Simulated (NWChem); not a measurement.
Everything below was run with NWChem. System: acetamide (C$_{2}$H$_{5}$NO), charge 0, spin multiplicity 1, at a geometry optimised with B3LYP/def2-SVP. Level: B2PLYP/def2-TZVP, 4 core orbitals frozen.

Job file:

```
start mol
memory heap 200 mb stack 900 mb global 1100 mb
geometry units angstroms nocenter noautoz noautosym
  C     -0.721431     1.206282    -0.001340
  C      0.170913    -0.027682    -0.005517
  N     -0.499075    -1.221207    -0.022399
  O      1.384745     0.035235     0.023558
  H     -1.159327     1.348959     1.000591
  H     -1.549246     1.121372    -0.723090
  H     -0.109033     2.083399    -0.243420
  H      0.044024    -2.075788     0.010854
  H     -1.507748    -1.282975    -0.035469
end
basis spherical
  * library def2-tzvp
end
dft
  xc hfexch 0.53 becke88 0.47 lyp 0.73 mp2 0.27
  dftmp2
  semidirect memsize 60000000 filesize 0
  iterations 100
end
mp2
  freeze core 4
end
task dft energy
```

Output (cleaned and shortened):

```
             Northwest Computational Chemistry Package (NWChem) 7.3.0
             --------------------------------------------------------

                                NWChem Input Module
                                -------------------

 Scaling coordinates for geometry "geometry" by  1.889725989
 (inverse scale =  0.529177249)

                             Geometry "geometry" -> ""
                             -------------------------

 Output coordinates in angstroms (scale by  1.889725989 to convert to a.u.)

  No.       Tag          Charge          X              Y              Z
 ---- ---------------- ---------- -------------- -------------- --------------
    1 C                    6.0000    -0.72143100     1.20628200    -0.00134000
    2 C                    6.0000     0.17091300    -0.02768200    -0.00551700
    3 N                    7.0000    -0.49907500    -1.22120700    -0.02239900
    4 O                    8.0000     1.38474500     0.03523500     0.02355800
    5 H                    1.0000    -1.15932700     1.34895900     1.00059100
    6 H                    1.0000    -1.54924600     1.12137200    -0.72309000
    7 H                    1.0000    -0.10903300     2.08339900    -0.24342000
    8 H                    1.0000     0.04402400    -2.07578800     0.01085400
    9 H                    1.0000    -1.50774800    -1.28297500    -0.03546900

 Effective nuclear repulsion energy (a.u.)     121.3302353340

            Nuclear Dipole moment (a.u.)
            ----------------------------
        X                 Y               Z
 ---------------- ---------------- ----------------
    -0.0000056692    -0.0000037795    -0.0000094486


 Summary of "ao basis" -> "" (spherical)
 ------------------------------------------------------------------------------
       Tag                 Description            Shells   Functions and Types
 ---------------- ------------------------------  ------  ---------------------
 *                         def2-tzvp                  on all atoms

  dft_input: which_mp2 not specified, using semidirect MP2 by default.

                                 NWChem DFT Module
                                 -----------------

 Summary of "ao basis" -> "ao basis" (spherical)
 ------------------------------------------------------------------------------
       Tag                 Description            Shells   Functions and Types
 ---------------- ------------------------------  ------  ---------------------
 C                         def2-tzvp                11       31   5s3p2d1f
 N                         def2-tzvp                11       31   5s3p2d1f
 O                         def2-tzvp                11       31   5s3p2d1f
 H                         def2-tzvp                 4        6   3s1p

 Summary of "ao basis" -> "ao basis" (spherical)
 ------------------------------------------------------------------------------
       Tag                 Description            Shells   Functions and Types
 ---------------- ------------------------------  ------  ---------------------
 C                         def2-tzvp                11       31   5s3p2d1f
 N                         def2-tzvp                11       31   5s3p2d1f
 O                         def2-tzvp                11       31   5s3p2d1f
 H                         def2-tzvp                 4        6   3s1p

            General Information
            -------------------
          SCF calculation type: DFT
          Wavefunction type:  closed shell.
          No. of atoms     :     9
          No. of electrons :    32
           Alpha electrons :    16
            Beta electrons :    16
          Charge           :     0
          Spin multiplicity:     1
          Use of symmetry is: off; symmetry adaption is: off
          Maximum number of iterations: 100
          AO basis - number of functions:   154
                     number of shells:    64
          Convergence on energy requested:  1.00D-06
          Convergence on density requested:  1.00D-05
          Convergence on gradient requested:  5.00D-04

              XC Information
              --------------
                     Hartree-Fock (Exact) Exchange  0.530
                    Becke 1988 Exchange Functional  0.470
              Lee-Yang-Parr Correlation Functional  0.730

             Grid Information
             ----------------
          Grid used for XC integration:  medium
          Radial quadrature: Mura-Knowles
          Angular quadrature: Lebedev.
          Tag              B.-S. Rad. Rad. Pts. Rad. Cut. Ang. Pts.
          ---              ---------- --------- --------- ---------
          C                   0.70       49          10.0       434
          N                   0.65       49          10.0       434
          O                   0.60       49          10.0       434
          H                   0.35       45          11.0       434
          Grid pruning is: on
          Number of quadrature shells:   421
          Spatial weights used:  Erf1

          Convergence Information
          -----------------------
          Convergence aids based upon iterative change in
          total energy or number of iterations.
          Levelshifting, if invoked, occurs when the
          HOMO/LUMO gap drops below (HL_TOL):  1.00D-02
          DIIS, if invoked, will attempt to extrapolate
          using up to (NFOCK): 10 stored Fock matrices.

                    Damping( 0%)  Levelshifting(0.5)       DIIS
                  --------------- ------------------- ---------------
          dE  on:    start            ASAP                start
[...]
   convergence    iter        energy       DeltaE   RMS-Dens  Diis-err    time
 ---------------- ----- ----------------- --------- --------- ---------  ------
 d= 0,ls=0.0,diis     1   -208.7617562505 -3.30D+02  3.53D-02  1.17D+00     4.6
 d= 0,ls=0.0,diis     2   -208.7335761232  2.82D-02  6.61D-03  1.69D+00     6.0
 d= 0,ls=0.0,diis     3   -208.8814321279 -1.48D-01  1.10D-03  4.84D-02     7.3
 d= 0,ls=0.0,diis     4   -208.8854483542 -4.02D-03  2.27D-04  4.89D-03     8.6
 d= 0,ls=0.0,diis     5   -208.8859012360 -4.53D-04  6.27D-05  1.85D-04     9.9
  Resetting Diis
 d= 0,ls=0.0,diis     6   -208.8859270724 -2.58D-05  3.36D-05  1.64D-05    11.3
 d= 0,ls=0.0,diis     7   -208.8859294389 -2.37D-06  1.98D-05  2.82D-06    12.6
 d= 0,ls=0.0,diis     8   -208.8859295791 -1.40D-07  5.82D-06  2.87D-06    13.9

         Total DFT energy =     -208.885929579110
      One electron energy =     -523.937005100086
           Coulomb energy =      221.551012248800
    Exchange-Corr. energy =      -27.830172061784
 Nuclear repulsion energy =      121.330235333960

 Numeric. integr. density =       32.000004196865

     Total iterative time =     13.4s

                       DFT Final Molecular Orbital Analysis
                       ------------------------------------

 Vector   14  Occ=2.000000D+00  E=-4.369203D-01
              MO Center= -1.5D-01,  3.1D-01,  8.5D-02, r^2= 2.8D+00
   Bfn.  Coefficient  Atom+Function         Bfn.  Coefficient  Atom+Function
  ----- ------------  ---------------      ----- ------------  ---------------
   101     -0.222345  4 O  pz                 8      0.210470  1 C  pz
   104     -0.188308  4 O  pz                70     -0.184308  3 N  pz
   126      0.179865  5 H  s                 39     -0.173756  2 C  pz
    73     -0.168318  3 N  pz                11      0.160915  1 C  pz
    42     -0.141046  2 C  pz               132     -0.122338  6 H  s

 Vector   15  Occ=2.000000D+00  E=-3.349604D-01
              MO Center=  2.1D-01, -7.1D-01, -9.9D-03, r^2= 2.0D+00
   Bfn.  Coefficient  Atom+Function         Bfn.  Coefficient  Atom+Function
  ----- ------------  ---------------      ----- ------------  ---------------
    70      0.344002  3 N  pz                73      0.307642  3 N  pz
    76      0.297396  3 N  pz               101     -0.291648  4 O  pz
   104     -0.248125  4 O  pz               107     -0.178396  4 O  pz
    45     -0.052613  2 C  pz               133     -0.044982  6 H  s
    39     -0.042929  2 C  pz                54      0.042005  2 C  d  1

 Vector   16  Occ=2.000000D+00  E=-3.282235D-01
              MO Center=  9.1D-01,  8.0D-02,  1.5D-02, r^2= 1.7D+00
   Bfn.  Coefficient  Atom+Function         Bfn.  Coefficient  Atom+Function
  ----- ------------  ---------------      ----- ------------  ---------------
   100      0.424653  4 O  py               103      0.359231  4 O  py
   106      0.258735  4 O  py                 5     -0.254520  1 C  s
    67      0.217224  3 N  s                 44      0.135545  2 C  py
     6     -0.118187  1 C  px                 7      0.103429  1 C  py
    35     -0.096797  2 C  s                 69      0.096260  3 N  py

 Vector   17  Occ=0.000000D+00  E= 5.772439D-02
              MO Center= -1.4D+00, -6.5D-01, -3.5D-02, r^2= 6.5D+00
   Bfn.  Coefficient  Atom+Function         Bfn.  Coefficient  Atom+Function
  ----- ------------  ---------------      ----- ------------  ---------------
     5      4.138902  1 C  s                 36     -1.745582  2 C  s
    67      1.505167  3 N  s                151     -1.420828  9 H  s
   133     -1.268680  6 H  s                127     -1.199771  5 H  s
   139     -0.917807  7 H  s                145     -0.794465  8 H  s
    44     -0.628215  2 C  py                98      0.404601  4 O  s

 Vector   18  Occ=0.000000D+00  E= 8.400706D-02
              MO Center= -6.8D-02,  2.2D-01,  9.3D-02, r^2= 3.2D+00
   Bfn.  Coefficient  Atom+Function         Bfn.  Coefficient  Atom+Function
  ----- ------------  ---------------      ----- ------------  ---------------
   127      1.151133  5 H  s                133     -0.599090  6 H  s
    14     -0.546319  1 C  pz                45     -0.432933  2 C  pz
    42     -0.388301  2 C  pz                 5     -0.379331  1 C  s
   107      0.373849  4 O  pz                76      0.339444  3 N  pz
    39     -0.332063  2 C  pz                36      0.259491  2 C  s

 Vector   19  Occ=0.000000D+00  E= 1.055746D-01
              MO Center= -6.8D-01, -3.6D-01,  5.3D-02, r^2= 8.8D+00
   Bfn.  Coefficient  Atom+Function         Bfn.  Coefficient  Atom+Function
  ----- ------------  ---------------      ----- ------------  ---------------
     5      4.424244  1 C  s                133     -1.730564  6 H  s
   127     -1.707578  5 H  s                 36     -1.580581  2 C  s
   145      1.429377  8 H  s                 67     -1.106863  3 N  s
   139     -1.055460  7 H  s                151      0.485119  9 H  s
    75      0.363504  3 N  py                44     -0.334761  2 C  py

------------------------------------------------------------
EAF file 0: "./mol.aoints.0" size=524288 bytes
------------------------------------------------------------
               write      read    awrite     aread      wait
               -----      ----    ------     -----      ----
     calls:        1         7         0         0         0
   data(b): 5.24e+05  3.67e+06  0.00e+00  0.00e+00
   time(s): 0.00e+00  0.00e+00  0.00e+00  0.00e+00  0.00e+00
rate(mb/s): 0.00e+00  0.00e+00
------------------------------------------------------------

 center of mass
 --------------
 x =   0.13569442 y =  -0.03807642 z =  -0.00030699

 moments of inertia (a.u.)
 ------------------
         190.839629502879           9.991556162325          -2.572388748631
           9.991556162325         171.917944562290          -1.548851152468
          -2.572388748631          -1.548851152468         351.234761315651

     Multipole analysis of the density
     ---------------------------------

     L   x y z        total         alpha         beta         nuclear
     -   - - -        -----         -----         ----         -------
     0   0 0 0     -0.000000    -16.000000    -16.000000     32.000000

     1   1 0 0     -1.547462     -0.773728     -0.773728     -0.000006
     1   0 1 0     -0.371879     -0.185938     -0.185938     -0.000004
     1   0 0 1      0.000526      0.000268      0.000268     -0.000009

     2   2 0 0    -20.178318    -57.250522    -57.250522     94.322725
     2   1 1 0      0.253290      4.195051      4.195051     -8.136813
     2   1 0 1     -0.060056     -0.708705     -0.708705      1.357354
     2   0 2 0    -14.729924    -65.497052    -65.497052    116.264179
     2   0 1 1     -0.042213     -0.456906     -0.456906      0.871599
     2   0 0 2    -18.752404    -12.220226    -12.220226      5.688048

                   NWChem MP2 Semi-direct Energy/Gradient Module
                   ---------------------------------------------

  Basis functions       =    154
  Molecular orbitals    =    154
  Frozen core           =      4
  Frozen virtuals       =      0
  Active alpha occupied =     12
  Active beta occupied  =     12
  Active alpha virtual  =    138
  Active beta virtual   =    138
  Use MO symmetry       = F
  Use skeleton AO sym   = F

  AO/Fock/Back tols     =   1.0D-09  1.0D-09  1.0D-09

 GA uses MA = F    GA memory limited = T

 Available:
  local mem=  4.43D+07
 global mem=  1.44D+08
 local disk=  0.00D+00
  mp2_memr nvloc                   138
  nvloc new                   138
   1 passes of  12:        5242880                     131147                  66394850.
   1 passes of  12: M     44321042           G      144131768           F      39078162.
  mp2_memr nvloc                   138
  nvloc new                   138
   2 passes of   6:        5242880                      89764                  33217718.
   2 passes of   6: M     44321042           G      144131768           F      39078162.

 Semi-direct pass number   1 of   2  for RHF alpha+beta  at       14.1s
  vrange nnbf                 11785
  mp2_eaftype                   126  avail_ma_in_mb                   386
 EAF : mp2_eaftype filesize         126   16608859.
  mp2_eaf for mointskh                    126
Node 0 wrote     78.1 Mb in      0.1 s     Agg I/O rate:   699.9 Mb/s
 Done moints_semi at       20.7s
  mp2_eaftype                   126  avail_ma_in_mb                   386
 EAF : mp2_eaftype filesize         126   16608859.
  mp2_eaf for kh                   126
 Done maket at       20.9s
 Semi-direct pass number   2 of   2  for RHF alpha+beta  at       20.9s
  vrange nnbf                 11785
  mp2_eaftype                   126  avail_ma_in_mb                   386
 EAF : mp2_eaftype filesize         126   16608859.
  mp2_eaf for mointskh                    126
Node 0 wrote     78.1 Mb in      0.1 s     Agg I/O rate:   760.5 Mb/s
 Done moints_semi at       27.4s
  mp2_eaftype                   126  avail_ma_in_mb                   386
 EAF : mp2_eaftype filesize         126   16608859.
  mp2_eaf for kh                   126
 Done maket at       27.6s
 Done multipass loop at       27.6s

          -------------------------------------------
          DFT energy                    -208.885929579110
          Unscaled MP2 energy             -0.924511832180
          Total DFT+MP2 energy          -209.135547773799
          -------------------------------------------

 -----------------------
 Performance information
 -----------------------

 Timer overhead =  9.86D-08 seconds/call

               Nr. of calls         CPU time (s)                 Wall time (s)                GFlops
             ---------------    -------------------     ------------------------------   -------------------
Name         Min   Avg   Max    Min     Avg     Max     Min     Avg     Max   Mx/calls   Min     Max     Sum
mp2: moin     2     2     2    13.     13.     13.      13.     13.     13.     6.5      0.0     0.0     0.0
mp2: make     2     2     2   0.42    0.42    0.42     0.42    0.42    0.42    0.21      0.0     0.0     0.0
mp2: tota     1     1     1    14.     14.     14.      14.     14.     14.     14.      0.0     0.0     0.0

 The average no. of pstat calls per process was 5.00D+00
 with a timing overhead of 4.93D-07s

 Task  times  cpu:       27.5s     wall:       27.5s

 Total times  cpu:       27.6s     wall:       27.6s
```
